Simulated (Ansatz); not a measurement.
We consider litharge SnO, described by rVV10 in Ansatz (PAW).

Run with plane-wave cutoff 520 eV, 10×10×8 k mesh (along the axes of the cell as run), Fermi–Dirac smearing 0.01 eV, scalar-relativistic PAW data made under PBE.

Energies at three volumes about the minimum:

```csv
V (Å³/atom),E − E_lowest (meV/atom)
18.342,0.70
18.716,0.00
19.090,0.68
```

Question: Fit a parabola by hand: where is the minimum, and what is the bulk modulus?

Answer: Slopes: (0.00 − 0.70)/(18.716 − 18.342) = -1.872 and (0.68 − 0.00)/(19.090 − 18.716) = 1.818 meV/Å³. Curvature E″ = 2 × (1.818 − (-1.872))/(19.090 − 18.342) = 9.866 meV/Å⁶. From the middle of the first interval, the slope vanishes at V0 = 18.5290 − (-1.872)/9.866 = 18.719 Å³/atom. B = V0 E″ = 18.719 × 9.866 meV/Å³ × 0.1602 GPa per meV/Å³ = 29.6 GPa. The full Birch–Murnaghan fit to all volumes gives V0 = 18.707 Å³/atom and B0 = 29.5 GPa.

Shape and atoms are relaxed at each volume.

Measured, for comparison: bulk modulus 35 ± 1 GPa (temperature not stated, not corrected to a static lattice, equation of state from high-pressure X-ray diffraction; as tabulated in Giefers, Porsch, Wortmann, Structural study of SnO at high pressure …). Computed (rounded) less measured: bulk modulus -16 %.

Note: the bulk modulus comes from volumes at which shape and atoms were relaxed.

Ansatz is a program for electronic structure.
